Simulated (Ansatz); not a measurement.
## [NH$_{2}$···H···H], doublet along the distance N1-H4

Starting geometry:

```yaml
atoms:
  - { symbol: N, position_ang: [-0.1499, -0.0316, -0.0492] }
  - { symbol: H, position_ang: [-0.4471, 0.9362, -0.0492] }
  - { symbol: H, position_ang: [-0.4471, -0.4339, 0.8311] }
  - { symbol: H, position_ang: [0.8626, -0.0316, -0.0492] }
  - { symbol: H, position_ang: [2.1141, -0.0316, -0.0492] }
```

From there H4 is moved from one fragment to the other while all else, the fragments' distance too, stays fixed, so the hump isn't the reaction's barrier; atoms are numbered as listed. Energies are in eV, counted from the starting geometry at the same level. Kohn–Sham curves are unrestricted where that lies lower.

Basis cc-pVTZ; Ansatz 0.2.0. Correlated methods freeze the noble-gas cores. Prefix R: restricted or restricted open-shell reference; prefix U: unrestricted.

Full CI isn't at hand for all of this; UCCSDT(Q) serves as the reference, and is uncertain by about the last step of the cluster series.

| distance N1-H4 (Å) | UCCSDT(Q) | PBE | r2SCAN | PBE0 | B3LYP | wB97X-V | wB97M-V | B2PLYP | RPA-PBE |
| --- | --- | --- | --- | --- | --- | --- | --- | --- | --- |
| 1.012 | 0.000 | 0.000 | 0.000 | 0.000 | 0.000 | 0.000 | 0.000 | 0.000 | 0.000 |
| 1.085 | 0.070 | -0.005 | 0.015 | 0.042 | 0.020 | 0.052 | 0.052 | 0.053 | 0.040 |
| 1.230 | 0.374 | 0.169 | 0.226 | 0.289 | 0.217 | 0.315 | 0.314 | 0.324 | 0.263 |
| 1.374 | 0.440 | 0.263 | 0.293 | 0.365 | 0.262 | 0.363 | 0.369 | 0.398 | 0.313 |
| 1.519 | 0.346 | 0.347 | 0.301 | 0.363 | 0.242 | 0.306 | 0.306 | 0.338 | 0.264 |

(1) Judged by the spread of the error over the points with a reference (largest less smallest), which of these follows UCCSDT(Q) best and which worst?

Answers

(1) Subtracting the UCCSDT(Q) column from each: best B2PLYP (errors from -0.050 to 0.000, spread 0.050 eV), worst PBE (from -0.205 to 0.000, spread 0.205 eV). Functionals and wave-function methods converge differently with the basis, so part of this is basis effect.
